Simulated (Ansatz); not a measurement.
We consider cubic perovskite BaTiO3 (cubic high-temperature phase), described by BLYP (Ansatz, a first-principles code, PAW).

Run with plane-wave cutoff 520 eV, 8×8×8 k mesh, Fermi–Dirac smearing 0.01 eV, no spin polarisation, scalar-relativistic PAW data made under PBE.

The cell is scaled about its equilibrium volume:

```csv
V (Å³/atom),P (GPa),direct gap at Γ (eV),smallest gap on the k mesh (eV)
12.620,10.80,1.959,1.874
12.889,6.79,1.933,1.826
13.157,3.21,1.906,1.779
13.426,0.00,1.878,1.734
13.694,-2.88,1.849,1.689
13.963,-5.45,1.819,1.645
14.231,-7.76,1.790,1.603
```

The fundamental gap (1.73 eV at the equilibrium volume, with added k points) lies elsewhere than Γ–Γ.

Measured, for comparison: band gap 3.2 eV (temperature not stated, no zero-point or thermal correction; as tabulated in Matsushita et al. (2011), arXiv:1104.2769).

Note: the relaxation could not lower the start's symmetry, so the cell can be a saddle point above a distorted one.

Spin–orbit coupling is not included.
